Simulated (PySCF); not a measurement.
# Vibration and rotation of AlH

RHF-CCSD(T) constants of AlH, ¹Σ⁺ (singlet), closed shell (Al def2-TZVPP, H def2-TZVPP; no relativity (PySCF 2.14); masses 26.9815 and 1.0078 u):

| Property | Result |
| --- | --- |
| ωe | 1682.8 cm⁻¹ |
| ωexe | 26.6 cm⁻¹ |
| Be | 6.3654 cm⁻¹ |
| αe | 0.179 cm⁻¹ |
| D (centrifugal) | 0.000364 cm⁻¹ |
| De to Al + H | 3.14 eV |

Problem. Give the band origin of the fundamental and the first lines of its P and R branches.

Solution. ν0 = ωe − 2ωexe = 1629.6 cm⁻¹, B0 = 6.2759, B1 = 6.0969 cm⁻¹.

```
J″  P(J″) − ν0  R(J″) − ν0
 0                  12.192
 1     -12.550      24.018
 2     -25.450      35.468
 3     -38.690      46.534
 4     -52.262      57.207
 5     -66.157      67.478
 6     -80.366      77.339
```

Problem. Near which J would the R branch turn back, without centrifugal distortion?

Solution. At J ≈ (B0 + B1)/(2(B0 − B1)) − 1 ≈ 34.

Correlated steps freeze 5 core orbitals. Where the molecule has an RHF reference, its open-shell atoms are computed with UHF.
